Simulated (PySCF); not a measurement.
Predicted microwave data (PBE0/def2-SVPD in PySCF (dipole) on a GFN2-xTB geometry, gas phase) for one isomer of C6H12:

```
Rotational constants : A = 4371, B = 4371, C = 2512 MHz
Dipole components    : |μa| = 0.00 D, |μb| = 0.00 D, |μc| = 0.00 D
Inertial defect      : -30.11 u·Å²
κ                    : 1.00
```

Problem. Which structure is it? (One computed conformer of each.)
A. `[CH2:1]1[CH2:2][CH2:3][CH2:4][CH2:5][CH2:6]1` with C6–C1–C2–C3 -58°, C1–C2–C3–C4 58°, C2–C3–C4–C5 -57°, C3–C4–C5–C6 57°
B. `[CH2:1]=[C:2]([CH2:3][CH3:4])[CH2:5][CH3:6]` with C1–C2–C3–C4 112°, C1–C2–C5–C6 112°

Solution. A. It is C1CCCCC1, an oblate symmetric top, point group D3d. The candidates at the same level (rigid rotor, commonest isotopes):

```tsv
SMILES	A (MHz)	B (MHz)	C (MHz)	μa (D)	μb (D)	μc (D)	Δ (u·Å²)	point group	rotor
C=C(CC)CC	4199	2730	1972	0.00	0.54	0.00	-49.19	C2	asymmetric top
C1CCCCC1	4371	4371	2512	0.00	0.00	0.00	-30.11	D3d	oblate symmetric top
```

`C=C(CC)CC` has B 38 % too low. No structure here is proved a minimum.
